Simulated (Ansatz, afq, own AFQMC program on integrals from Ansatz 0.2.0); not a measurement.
Atomization energy of BSiH$_{2}$, quartet, worked out

```yaml
atoms:
  - { symbol: Si, position_ang: [0.0000, 0.0000, 0.6500] }
  - { symbol: B, position_ang: [0.0000, 0.0000, -1.3428] }
  - { symbol: H, position_ang: [0.0000, -1.0760, -1.8539] }
  - { symbol: H, position_ang: [0.0000, 1.0760, -1.8539] }
```

Connectivity, by distances: Si–BH2.

Basis cc-pVDZ. Only valence electrons are correlated. Ansatz 0.2.0 and our own AFQMC program on the same integrals; the CISD trial comes from CCSD amplitudes, and released means the phaseless constraint is let go. Uncertainties: one standard error, sampling alone.

Total energies in eV. CBS is CCSD(T) at the limit of def2-TZVPP/QZVPP (extrapolated itself); the highest rung of each member is named.

Cautions: BSiH₂ (quartet): lower spins were not checked, its ph-AFQMC/CISD value lies 28 ± 9 meV above CCSDT(Q).

```
        member  count  CCSD(T)/cc-pVDZ  highest rung in cc-pVDZ     which  CCSD(T)/CBS
  Si (triplet)     +1       -7861.7800               -7861.7922       FCI   -7862.5000
   B (doublet)     +1        -669.1119                -669.1218       FCI    -669.4648
   H (doublet)     +2         -13.5861                 -13.5861       FCI     -13.6059
BSiH₂, quartet     -1       -8567.0359               -8567.0842  CCSDT(Q)   -8568.8850
```

Work out the best estimate of the atomization energy: the CCSD(T)/CBS difference plus the step from CCSD(T) to the highest rung.

Sums with the counts: CCSD(T)/CBS 9.7084 eV, highest rung 8.9980 eV, CCSD(T)/cc-pVDZ 8.9718 eV. The step is 8.9980 − 8.9718 = 0.0262 eV, so the best estimate is 9.7084 + (0.0262) = 9.7346 eV. The basis set is worth 0.737 eV of it. Zero-point, core-correlation and spin–orbit terms aren't in it. Past Ne the Hartree–Fock part of each CBS total tends to overshoot, since the cores don't follow the formula; that largely cancels in the difference.

Best estimates are given only where the step beyond CCSD(T) is under 0.3 eV and no member's determinant is very poor (T1 over 0.05, or 0.07 for open shells, ⟨S²⟩ too high by 0.3, two states mixed), so the hardest cases are missing from such tables.

CCSDT and higher add their correlation energy to the determinant of the CCSD(T) run, since their own runs factorise the integrals more tightly (a shift of under 2 meV). Each member of a difference takes its own highest rung, so a best estimate needn't equal the limit plus the step of one row.
